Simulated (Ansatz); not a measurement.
Z-matrix (Å, degrees):
```
C
C 1 1.488
S 1 1.808 2 111.8
F 1 1.375 2 111.0 3 -124.8
H 1 1.096 2 111.0 3 115.9
C 2 1.324 1 124.1 3 117.7
H 2 1.085 1 114.6 3 -61.4
H 3 1.343 1 95.7 2 -44.4
H 6 1.083 2 121.4 1 1.1
H 6 1.083 2 120.8 1 -179.1
```

Total charge 0; spin multiplicity 1.

Task: List the ωB97M-V/def2-TZVPP orbital energies in eV (Ansatz). (An estimate is asked.)

Result: Computed: Occupied: -2427.10, -677.55, -284.72, -282.03, -281.65, -221.07, -164.20, -164.11, -163.97, -36.61, -25.83, -24.00, -21.27, -18.85, -17.53, -16.60, -15.96, -14.87, -13.82, -13.16, -12.77, -11.87, -10.32, -9.63. Lowest empty: 1.78, 2.27, 3.24, 3.56, 3.97, 4.13, 4.94, 5.20.
